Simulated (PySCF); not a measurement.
# CISD/SBKJC (core potential) run of H3S+ (sulfonium)

What is the vertical singlet–triplet gap of H3S+ (sulfonium) at CISD/SBKJC (core potential)? The job is set up through a Python script.

The results are computed with PySCF 2.14.0.

6 further runs of the same task are left out: 1 that didn't finish, 5 set aside as unsound or not needed.

### 1 Starting point

The species is H3S+ (4 atoms), meant as a singlet with charge +1. As SMILES, `[SH3+]`. The coordinates come from a GFN2-xTB relaxation.

Bond lengths: S1–H2 1.356 Å, S1–H3 1.355 Å, S1–H4 1.355 Å. Angles: H2–S1–H3 93.7°, H2–S1–H4 93.7°, H3–S1–H4 93.7°.

### 2 The energy at CISD/SBKJC (core potential)

Contents of input.py:

```python
# sulfonium
from pyscf import gto, scf, ci

molecule = gto.M(
    atom='''
S        0.301620      -0.100910      -0.445950
H        0.848020       0.280920       0.734350
H       -0.494150      -1.037930       0.125030
H       -0.655500       0.857920      -0.413440
''',
    max_memory=1860,
    basis='sbkjc',
    ecp={'S': 'sbkjc'},
    charge=1,
    verbose=4,
)

mf = scf.RHF(molecule)
mf.conv_tol = 1e-10
mf.kernel()
if not mf.converged:
    mf = mf.newton().run(mf.mo_coeff, mf.mo_occ)

cisd = ci.CISD(mf)
cisd.kernel()
energy = cisd.e_tot
print('E = %.10f Eh' % energy)
```

Started as:

```sh
OMP_NUM_THREADS=1 python input.py
```

What it wrote:

```text
PySCF version 2.14.0

[INPUT] num. atoms = 4
[INPUT] num. electrons = 8
[INPUT] charge = 1
[INPUT] spin (= nelec alpha-beta = 2S) = 0
[INPUT] symmetry False subgroup None
[INPUT] Mole.unit = angstrom
[INPUT] Symbol           X                Y                Z      unit          X                Y                Z       unit  Magmom
[INPUT]  1 S      0.301620000000  -0.100910000000  -0.445950000000 AA    0.569979193691  -0.190692263230  -0.842723365250 Bohr   0.0
[INPUT]  2 H      0.848020000000   0.280920000000   0.734350000000 AA    1.602525548154   0.530861862913   1.387720379574 Bohr   0.0
[INPUT]  3 H     -0.494150000000  -1.037930000000   0.125030000000 AA   -0.933808164454  -1.961403436470   0.236272457354 Bohr   0.0
[INPUT]  4 H     -0.655500000000   0.857920000000  -0.413440000000 AA   -1.238715474652   1.621233836787  -0.781288368940 Bohr   0.0

nuclear repulsion = 7.8303936869978
number of shells = 10
number of NR pGTOs = 25
number of NR cGTOs = 14
basis = sbkjc
ecp = {'S': 'sbkjc'}

******** <class 'pyscf.scf.hf.RHF'> ********
method = RHF
initial guess = minao
damping factor = 0
level_shift factor = 0
DIIS = <class 'pyscf.scf.diis.CDIIS'>
diis_start_cycle = 1
diis_space = 8
diis_damp = 0
SCF conv_tol = 1e-10
SCF conv_tol_grad = None
SCF max_cycles = 50
direct_scf = True
direct_scf_tol = 1e-13
Set gradient conv threshold to 1e-05
Initial guess from minao.
init E= -10.8820387769396
  HOMO = -0.291615755540593  LUMO = 0.186752243485349  gap/eV = 13.01706
cycle= 1 E= -11.251327073958  delta_E= -0.369  |g|= 0.33  |ddm|= 2.15
  HOMO = -0.839825284932668  LUMO = -0.13837823991035  gap/eV = 19.08735
cycle= 2 E= -11.2955315045298  delta_E= -0.0442  |g|= 0.0605  |ddm|= 0.551
  HOMO = -0.774883683765612  LUMO = -0.0969795879510887  gap/eV = 18.44671
cycle= 3 E= -11.2970387894644  delta_E= -0.00151  |g|= 0.0103  |ddm|= 0.0806
  HOMO = -0.780340769769539  LUMO = -0.0960479236572637  gap/eV = 18.62056
cycle= 4 E= -11.2971061761275  delta_E= -6.74e-05  |g|= 0.00191  |ddm|= 0.0236
  HOMO = -0.780586647085401  LUMO = -0.0959175815750436  gap/eV = 18.63079
cycle= 5 E= -11.297109241439  delta_E= -3.07e-06  |g|= 0.000222  |ddm|= 0.00691
  HOMO = -0.780622064266898  LUMO = -0.0958928795123151  gap/eV = 18.63243
cycle= 6 E= -11.2971092804571  delta_E= -3.9e-08  |g|= 2.11e-05  |ddm|= 0.000909
  HOMO = -0.780620403738344  LUMO = -0.0958952182644971  gap/eV = 18.63232
cycle= 7 E= -11.2971092807281  delta_E= -2.71e-10  |g|= 1.28e-06  |ddm|= 7.16e-05
  HOMO = -0.780620613338148  LUMO = -0.0958950049851612  gap/eV = 18.63233
cycle= 8 E= -11.2971092807289  delta_E= -8.1e-13  |g|= 1.21e-07  |ddm|= 3.57e-06
  HOMO = -0.780620607208474  LUMO = -0.095895031778838  gap/eV = 18.63233
Extra cycle  E= -11.2971092807289  delta_E= -7.11e-15  |g|= 3.25e-08  |ddm|= 4.85e-07
converged SCF energy = -11.2971092807289

******** <class 'pyscf.ci.cisd.RCISD'> ********
CISD nocc = 4, nmo = 14
max_cycle = 50
direct = 0
conv_tol = 1e-09
max_cycle = 50
max_space = 12
lindep = 0
nroots = 1
Init t2, MP2 energy = -0.056881552203155
RCISD converged
E(RCISD) = -11.37103048247872  E_corr = -0.07392120174985303
E = -11.3710304825 Eh
```

Run time: 0.52 s. Hardware: 1 thread of Arm Neoverse V2, shared host; peak memory 0.12 GiB.

### 3 The triplet, same level

Contents of mol.xyz:

```xyz
4
H3S
S      0.301620    -0.100910    -0.445950
H      0.848020     0.280920     0.734350
H     -0.494150    -1.037930     0.125030
H     -0.655500     0.857920    -0.413440
```

Contents of run.py:

```python
from pyscf import gto, scf, ci

system = gto.M(
    atom='mol.xyz',
    charge=1,
    verbose=3,
    spin=2,
    max_memory=1860,
    basis='sbkjc',
    ecp={'S': 'sbkjc'},
)

mf = scf.UHF(system)
mf.conv_tol = 1e-10
mf.kernel()
if not mf.converged:
    mf = mf.newton().run(mf.mo_coeff, mf.mo_occ)

cisd = ci.CISD(mf)
cisd.kernel()
energy = cisd.e_tot
print('E(%s) = %.9f' % ('CISD', energy))
```

Started as:

```sh
OMP_NUM_THREADS=1 python run.py
```

What it wrote:

```text
WARN: HOMO 0.186752243485349 >= LUMO -0.291615755540593

WARN: HOMO -0.464785643978031 >= LUMO -0.515770341535623

converged SCF energy = -10.9774777983703  <S^2> = 2.0111269  2S+1 = 3.0074088
E(UCISD) = -11.04202212323484  E_corr = -0.06454432486457473
E(CISD) = -11.042022123
```

Wall time 0.58 s (1 thread of Arm Neoverse V2, shared host); peak memory 0.12 GiB.

### 4 Outcome

At CISD/SBKJC (core potential):

| quantity | value |
| --- | --- |
| singlet: total energy | -11.37103 Eh |
| singlet: HOMO energy (Hartree–Fock orbitals) | -21.24 eV |
| singlet: LUMO energy (Hartree–Fock orbitals) | -2.61 eV |
| singlet: HOMO–LUMO gap (Hartree–Fock orbitals) | 18.63 eV |
| singlet: correlation energy | -73.9 mEh |
| triplet: total energy | -11.04202 Eh |
| triplet: HOMO energy (Hartree–Fock orbitals) (highest over α and β) | -11.88 eV |
| triplet: LUMO energy (Hartree–Fock orbitals) (lowest over α and β) | -10.67 eV |
| triplet: correlation energy | -64.5 mEh |
| triplet: ⟨S²⟩ of the reference determinant | 2.011 |
| vertical energy of the triplet above the singlet | 8.953 eV |

**Reading.** At this shape the triplet lies 8.95 eV (864 kJ/mol) above the singlet.
